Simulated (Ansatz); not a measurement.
Worked example: AsF2⁺, singlet against AsF2, doublet

Geometry (PBE0/def2-TZVP stationary point of a doublet), kept for both states (AsF2, doublet: B1; AsF2⁺, singlet: A1):

```xyz
3

As    0.0000   -0.3875    0.0000
F     0.0000    0.7641   -1.2906
F     0.0000    0.7641    1.2906
```

Basis cc-pVTZ; Ansatz 0.2.0. Only valence electrons are correlated (noble-gas cores and the filled d shells of p-block atoms frozen). R marks a restricted (for open shells ROHF) determinant, U an unrestricted one. No spin–orbit coupling is included, and no scalar relativity.

Full CI isn't at hand for all of this; UCCSDT(Q) serves as the reference, and is uncertain by about the last step of the cluster series.

```csv
level,"E(AsF2, doublet) (hartree)","E(AsF2⁺, singlet) (hartree)"
UHF,-2433.228673,-2432.888868
UMP2,-2433.845799,-2433.515929
UCCSD(T),-2433.872568,-2433.539625
PBE,-2435.185148,-2434.857150
PBE0,-2435.240516,-2434.899901
UCCSDT(Q),-2433.874074,-2433.541738
```

**Question.** Give the vertical gap, AsF2⁺ singlet less AsF2 doublet, at each level in eV (1 hartree = 27.2114 eV), and each error against UCCSDT(Q).

**Answer.** UCCSDT(Q): (-2433.541738 − (-2433.874074)) × 27.2114 = 9.043 eV (the reference)
PBE0: (-2434.899901 − (-2435.240516)) × 27.2114 = 9.269 eV, error 0.226 eV
PBE: (-2434.857150 − (-2435.185148)) × 27.2114 = 8.925 eV, error -0.118 eV
UCCSD(T): (-2433.539625 − (-2433.872568)) × 27.2114 = 9.060 eV, error 0.017 eV
UMP2: (-2433.515929 − (-2433.845799)) × 27.2114 = 8.976 eV, error -0.067 eV
UHF: (-2432.888868 − (-2433.228673)) × 27.2114 = 9.247 eV, error 0.204 eV

Total energies of functionals can't be set beside those of wave-function methods, since they hold the core's correlation and their own absolute errors; only the differences compare.

The reference still carries a basis error, for a change of charge of the order of 0.1 eV, so smaller errors of functionals can't be ranked.

Each level lands on the state that its own search finds. T1 diagnostics of restricted CCSD: 0.019 and 0.023.
